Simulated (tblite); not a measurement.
Species: C4H5P2 (charge -1).
Atom-mapped SMILES: `[CH3:1][c:2]1[cH:3][p-:4][cH:5][p:6]1` (hydrogens: H7, H8, H9 on C1; H10 on C3; H11 on C5)

The geometry is computed with GFN2-xTB (gas phase).

Task: What internal coordinates does the optimisation give?

Result: 
| bond | length (Å) | order |
| --- | --- | --- |
| C1–C2 | 1.505 | single |
| C2–C3 | 1.371 | aromatic |
| C3–P4 | 1.744 | aromatic |
| P4–C5 | 1.726 | aromatic |
| C5–P6 | 1.727 | aromatic |
| C2–P6 | 1.758 | aromatic |
| C1–H7, C1–H8, C1–H9 | 1.092 | single |
| C3–H10 | 1.086 | single |
| C5–H11 | 1.084 | single |

Bonds in one row agree within 0.01 Å and their mean is given. Orders are formal, as drawn. A selection of angles:
| angle | degrees |
| --- | --- |
| C2–C1–H7 | 110.7 |
| C2–C1–H9 | 110.5 |
| H7–C1–H8 | 107.9 |
| H8–C1–H9 | 108.9 |
| C1–C2–C3 | 121.9 |
| C1–C2–P6 | 121.9 |
| C3–C2–P6 | 116.2 |
| C2–C3–P4 | 118.3 |
| C2–C3–H10 | 121.6 |
| P4–C3–H10 | 120.1 |
| C3–P4–C5 | 93.2 |
| P4–C5–P6 | 118.8 |
| P4–C5–H11 | 120.8 |
| P6–C5–H11 | 120.4 |
| C2–P6–C5 | 93.6 |

C2 (substituted aromatic carbon) is planar (angles 121.9°, 121.9° and 116.2°, sum 360.0°, 0.01 Å off the plane of its three neighbours). C3 (aromatic CH carbon) is planar (angles 121.6°, 120.1° and 118.3°, sum 360.0°, 0.00 Å off the plane of its three neighbours). C5 (aromatic CH carbon) is planar (angles 120.8°, 120.4° and 118.8°, sum 360.0°, 0.00 Å off the plane of its three neighbours). The 6 heavy atoms lie in one plane (0.007 Å rms). The 2 C–C bonds span 1.371 Å (C2–C3, aromatic) to 1.505 Å (C1–C2, drawn single), a spread of 0.134 Å. The 5-membered ring C2–C3–P4–C5–P6 has internal angles of 93.2° to 118.8° (sum 540°, against 540° for a flat polygon); it is planar, 0.00 Å rms from its mean plane, widest ring torsion 0°. The C–P distances run from 1.726 Å (P4–C5, aromatic) to 1.758 Å (C2–P6, aromatic), a spread of 0.032 Å.

Its GFN2-xTB frequencies are all real (lowest 25 cm⁻¹).

On an Arm Neoverse N1 with one thread, shared host, this took 0.23 s wall. This is the geometry optimisation.
